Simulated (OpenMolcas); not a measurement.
# C2H4F2 (SMILES FCCF): levels of theory compared

We compute a comparison of 6 runs (HF/STO-3G, B3LYP/6-31G*, B2PLYP/def2-SVPD, BHLYP/def2-SVPD, SVWN5/def2-SVPD, TPSS/def2-SVPD) of C2H4F2. 

The calculation is run with OpenMolcas 26.06.

1 further run of the same task is left out (set aside as unsound or not needed).

## 1. Starting point

The species is C2H4F2 (8 atoms), meant as a singlet with charge 0. SMILES: `FCCF`. Geometry: relaxed at PBE0-D4/def2-TZVP. This is one conformer, not always the lowest.

Bond lengths: F1–C2 1.378 Å, C2–C3 1.498 Å, C3–F4 1.378 Å, C2–H5 1.094 Å, C2–H6 1.095 Å, C3–H7 1.095 Å, C3–H8 1.094 Å. Some angles: F1–C2–C3 110.9°, C2–C3–F4 110.9°, F1–C2–H5 108.2°, F1–C2–H6 108.3°, C3–C2–H5 110.5°, C3–C2–H6 109.4°, C2–C3–H7 109.4°, C2–C3–H8 110.5°, F4–C3–H7 108.3°, F4–C3–H8 108.2°.

## 2. Energy and forces at HF/STO-3G (run 1)

run.input

```
* C2H4F2 Hartree-Fock

&GATEWAY
  BasLib
  $CurrDir
  Coord
  8
  bohr
  F     -2.48001987     1.46561489     1.65163953
  C     -0.21873580     1.35315729     0.36509509
  C      0.41177132    -1.31540056    -0.33519962
  F     -1.16809641    -2.17938335    -2.21636529
  H     -0.38017510     2.52815120    -1.32815621
  H      1.26658894     2.11263822     1.59088484
  H      2.36007896    -1.40306496    -1.02948500
  H      0.20860687    -2.56173163     1.30160556
  Basis
  STO-3G
  Group
  NoSym

&SEWARD

&SCF
  Thresholds
  1e-10 1e-07 1e-07 1e-05
  PrOrbitals
  1 1

&ALASKA
```

The basis set STO-3G is read from a file made from the Basis Set Exchange's data (not shown).

Launch:

```console
$ export MOLCAS_MEM=1860
$ pymolcas run.input > run.log
```

The log of the run:

```text
--- Start Module: gateway ---
[...]
--- Stop Module: gateway /rc=_RC_ALL_IS_WELL_ ---
[...]
      Basis functions           24
[...]
--- Start Module: scf ---
[...]
       Convergence after  10 Iterations
[...]
::    Total SCF energy                               -273.1951155929
[...]
      Total spin, S                                     0.0000000000
[...]
      Total electronic charge=   34.000000
      Total            charge=   -0.000000
[...]
      Dipole Moment (debye):
      Origin of the operator (angstrom)=   -0.5090   -0.0996   -0.0788
                   X=  1.6919E+00               Y=  3.3101E-01               Z=  2.6191E-01           Total=  1.7437E+00
      Quadrupole Moment (debye*angstrom):
[...]
--- Stop Module: scf /rc=_RC_ALL_IS_WELL_ ---
--- Start Module: alaska ---
[...]
 *              Molecular gradients               *
 **************************************************
  Irreducible representation: a
 ------------------------------------------------------------------------------------------
                              X                       Y                       Z
 ------------------------------------------------------------------------------------------
  F1                1.23866988792258E-02   -8.14945566345315E-05   -6.96375935817173E-03
  C2                9.47284470667853E-03   -3.97838097627461E-02   -1.68563600344565E-02
  C3               -1.12175037072779E-02    3.94403494049567E-02    1.65927714640191E-02
  F4                8.87746165319392E-03    4.24222393534723E-03    1.02541773288856E-02
  H5               -5.69599133891301E-03   -1.80108385363775E-03    4.33299926048702E-03
  H6               -4.85382966727776E-03   -2.69141018769248E-03    2.50019232141341E-03
  H7               -4.54228313029548E-03    8.52762940230400E-04   -3.95843235473481E-03
  H8               -4.42739739532008E-03   -1.77537919790804E-04   -5.90158862745316E-03
[...]
--- Stop Module: alaska /rc=_RC_ALL_IS_WELL_ ---
[...]
```

Run time: 1.7 s. Hardware: 1 thread of Arm Neoverse V2, shared host; peak memory 0.37 GiB.

## 3. Energy and gradient at B3LYP/6-31G(d) (Cartesian functions) (run 2)

input.xyz

```xyz
8

F     -1.312370     0.775570     0.874010
C     -0.115750     0.716060     0.193200
C      0.217900    -0.696080    -0.177380
F     -0.618130    -1.153280    -1.172850
H     -0.201180     1.337840    -0.702830
H      0.670250     1.117960     0.841860
H      1.248900    -0.742470    -0.544780
H      0.110390    -1.355610     0.688780
```

calc.input

```
&GATEWAY
BasLib = $CurrDir
Coord = input.xyz
Basis = 6-31Gs
Group = NoSym
&SEWARD
GridInput
Grid=UltraFine
End of Grid
&SCF
KSDFT = B3LYP
Thresholds = 1e-10 1e-07 1e-07 1e-05
PrOrbitals = 0
&ALASKA
```

The basis set 6-31G* is read from a file made from the Basis Set Exchange's data (not shown).

Launch:

```console
$ export MOLCAS_MEM=1860
$ pymolcas calc.input > calc.log
```

The log of the run:

```text
--- Start Module: gateway ---
[...]
--- Stop Module: gateway /rc=_RC_ALL_IS_WELL_ ---
[...]
      Basis functions           68
[...]
--- Start Module: scf ---
[...]
       Convergence after  12 Iterations
[...]
::    Total KS-DFT energy                            -278.2783033061
[...]
      Total spin, S                                     0.0000000000
[...]
      Total electronic charge=   34.000000
      Total            charge=   -0.000000
[...]
      Dipole Moment (debye):
      Origin of the operator (angstrom)=   -0.5090   -0.0996   -0.0788
                   X=  2.3061E+00               Y=  4.5119E-01               Z=  3.5699E-01           Total=  2.3768E+00
      Quadrupole Moment (debye*angstrom):
[...]
--- Stop Module: scf /rc=_RC_ALL_IS_WELL_ ---
[...]
--- Start Module: alaska ---
[...]
 *              Molecular gradients               *
 **************************************************
  Irreducible representation: a
 ------------------------------------------------------------------------------------------
                              X                       Y                       Z
 ------------------------------------------------------------------------------------------
  F1                6.96327824990739E-03    6.31022857400687E-04   -3.60142520548123E-03
  C2               -1.58215703287823E-03   -5.05003515811975E-03   -8.25655799724601E-04
  C3               -3.50630769597871E-03    4.05287887310246E-03    4.32723836216731E-05
  F4                5.33135872937951E-03    1.77464208519762E-03    5.50318092143343E-03
  H5               -1.47877936846062E-03   -7.47740010830000E-04    2.02402620136910E-03
  H6               -2.23141558408679E-03   -1.25247450525157E-03   -2.70549238671203E-04
  H7               -2.50629154643311E-03    3.25285213936044E-04   -4.65711744439101E-04
  H8               -9.89685751445299E-04    2.66420644609688E-04   -2.40713751809407E-03
[...]
--- Stop Module: alaska /rc=_RC_ALL_IS_WELL_ ---
[...]
```

It took 20 s on 1 thread of Arm Neoverse V2, shared host; peak memory 0.41 GiB.

Run 3 isn't shown in full; the table further down has it.

## 4. Energy and gradient at BHLYP/def2-SVPD (run 4)

mol.inp

```
&GATEWAY
BASLIB = $CurrDir
COORD
8
angstrom
F       -1.312370       0.775570       0.874010
C       -0.115750       0.716060       0.193200
C        0.217900      -0.696080      -0.177380
F       -0.618130      -1.153280      -1.172850
H       -0.201180       1.337840      -0.702830
H        0.670250       1.117960       0.841860
H        1.248900      -0.742470      -0.544780
H        0.110390      -1.355610       0.688780
BASIS = def2-SVPD
GROUP = NoSym
&SEWARD
GRIDINPUT
Grid=UltraFine
End of Grid
&SCF
KSDFT = HYB_GGA_XC_BHANDHLYP
THRESHOLDS = 1e-10 1e-07 1e-07 1e-05
PRORBITALS = 1 2
&ALASKA
```

The basis set def2-SVPD is read from a file made from the Basis Set Exchange's data (not shown).

Launch:

```console
$ export MOLCAS_MEM=1860
$ pymolcas mol.inp > mol.log
```

The log of the run:

```text
--- Start Module: gateway ---
[...]
--- Stop Module: gateway /rc=_RC_ALL_IS_WELL_ ---
[...]
      Basis functions          118
[...]
--- Start Module: scf ---
[...]
       Convergence after  12 Iterations
[...]
::    Total KS-DFT energy                            -277.9736667644
[...]
      Total spin, S                                     0.0000000000
[...]
      Total electronic charge=   34.000000
      Total            charge=   -0.000000
[...]
      Dipole Moment (debye):
      Origin of the operator (angstrom)=   -0.5090   -0.0996   -0.0788
                   X=  2.8324E+00               Y=  5.5416E-01               Z=  4.3846E-01           Total=  2.9192E+00
      Quadrupole Moment (debye*angstrom):
[...]
--- Stop Module: scf /rc=_RC_ALL_IS_WELL_ ---
[...]
--- Start Module: alaska ---
[...]
 *              Molecular gradients               *
 **************************************************
  Irreducible representation: a
 ------------------------------------------------------------------------------------------
                              X                       Y                       Z
 ------------------------------------------------------------------------------------------
  F1               -4.79377698397165E-03    4.26638258224088E-04    2.59521421625131E-03
  C2                1.97815043469074E-03   -1.44485662050275E-03   -2.74077652686611E-04
  C3                1.12526174690331E-03    2.05054363870083E-03    7.60109746659916E-04
  F4               -3.31708605446313E-03   -2.01339573517512E-03   -3.85226352298851E-03
  H5                5.09326642408992E-04    8.15133824565883E-04   -1.75512170291281E-03
  H6                2.06477367487778E-03    5.60618962921033E-04    5.49758097026398E-04
  H7                2.19360460004214E-03    2.72266079003491E-04    1.06442533390760E-04
  H8                2.39745939590696E-04   -6.66948407787693E-04    1.86993828528870E-03
[...]
--- Stop Module: alaska /rc=_RC_ALL_IS_WELL_ ---
[...]
```

It took 51 s on 1 thread of Arm Neoverse V2, shared host; peak memory 0.74 GiB.

Run 5 isn't shown in full; the table further down has it.

## 5. Energy and forces at TPSS/def2-SVPD (run 6)

run.input

```
* C2H4F2 Kohn-Sham DFT
&gateway
baslib
$CurrDir
coord
8
angstrom
F       -1.312370       0.775570       0.874010
C       -0.115750       0.716060       0.193200
C        0.217900      -0.696080      -0.177380
F       -0.618130      -1.153280      -1.172850
H       -0.201180       1.337840      -0.702830
H        0.670250       1.117960       0.841860
H        1.248900      -0.742470      -0.544780
H        0.110390      -1.355610       0.688780
basis
def2-SVPD
group
NoSym
&seward
gridinput
Grid=UltraFine
End of Grid
&scf
ksdft
2
1.0 MGGA_X_TPSS
1.0 MGGA_C_TPSS
thresholds
1e-10 1e-07 1e-07 1e-05
prorbitals
1 2
&alaska
```

The basis set def2-SVPD is read from a file made from the Basis Set Exchange's data (not shown).

Launch:

```console
$ export MOLCAS_MEM=1860
$ pymolcas run.input > run.log
```

The log of the run:

```text
--- Start Module: gateway ---
[...]
--- Stop Module: gateway /rc=_RC_ALL_IS_WELL_ ---
[...]
      Basis functions          118
[...]
--- Start Module: scf ---
[...]
       Convergence after  12 Iterations
[...]
::    Total KS-DFT energy                            -278.1297744750
[...]
      Total spin, S                                     0.0000000000
[...]
      Total electronic charge=   34.000000
      Total            charge=   -0.000000
[...]
      Dipole Moment (debye):
      Origin of the operator (angstrom)=   -0.5090   -0.0996   -0.0788
                   X=  2.5616E+00               Y=  5.0118E-01               Z=  3.9654E-01           Total=  2.6401E+00
      Quadrupole Moment (debye*angstrom):
[...]
--- Stop Module: scf /rc=_RC_ALL_IS_WELL_ ---
[...]
--- Start Module: alaska ---
[...]
 *              Molecular gradients               *
 **************************************************
  Irreducible representation: a
 ------------------------------------------------------------------------------------------
                              X                       Y                       Z
 ------------------------------------------------------------------------------------------
  F1                1.32548905812460E-02   -1.15303162932801E-03   -7.61845392982963E-03
  C2               -7.27752383783198E-03   -2.32435825094957E-03    4.10596410360697E-03
  C3               -6.09250516656612E-03   -2.92868593138707E-04   -6.17035366868389E-03
  F4                9.05747219368003E-03    5.51859382663622E-03    1.10710380492165E-02
  H5                6.96377434508233E-04   -3.87738328978715E-03    4.94394302222467E-03
  H6               -4.32851727658079E-03   -2.55595614362347E-03   -4.04845305127388E-03
  H7               -5.93876828747852E-03    5.46758719577128E-04    2.45622360022257E-03
  H8                6.28574359012091E-04    4.13824536065288E-03   -4.73990812551150E-03
[...]
--- Stop Module: alaska /rc=_RC_ALL_IS_WELL_ ---
[...]
```

Run time: 69 s. Hardware: 1 thread of Arm Neoverse V2, shared host; peak memory 0.74 GiB.

## 6. Overview of the runs

```
run                               level  Cartesian functions  integration grid  energy (Eh)  dipole moment (D)  HOMO energy (eV)  LUMO energy (eV)  wall time
  1                           HF/STO-3G                   no                 –  -273.195116               1.74            -10.57             14.63      1.7 s
  2  B3LYP/6-31G* (Cartesian functions)                  yes         UltraFine  -278.278303               2.38             -8.79              2.60       20 s
  3                    B2PLYP/def2-SVPD                   no         UltraFine  -277.868039               2.91            -11.43              1.31       47 s
  4                     BHLYP/def2-SVPD                   no         UltraFine  -277.973667               2.92            -11.46              1.10       51 s
  5                     SVWN5/def2-SVPD                   no         UltraFine  -276.100146               2.68             -8.06             -0.05       40 s
  6                      TPSS/def2-SVPD                   no         UltraFine  -278.129774               2.64             -8.01              0.19       69 s
```

## 7. Outcome

```
                       quantity          value
            run 6: total energy  -278.12977 Eh
           run 6: dipole moment         2.64 D
             run 6: HOMO energy       -8.01 eV
             run 6: LUMO energy        0.19 eV
           run 6: HOMO–LUMO gap        8.20 eV
run 6: largest force on an atom     0.788 eV/Å
```

What this shows: The dipole moment (its size) runs from 1.74 D (HF/STO-3G) to 2.92 D (BHLYP/def2-SVPD). The two ends differ in method and basis. The HOMO–LUMO gap runs from 8.02 eV (SVWN5/def2-SVPD) to 25.20 eV (HF/STO-3G). For B2PLYP the log adds the whole second-order term; the table takes 0.27 of it, as the functional is defined. Totals of different functionals can't be ranked against each other. In run 1 the basis is minimal, so the values are rough. All runs together took 3.8 min, the longest 69 s.
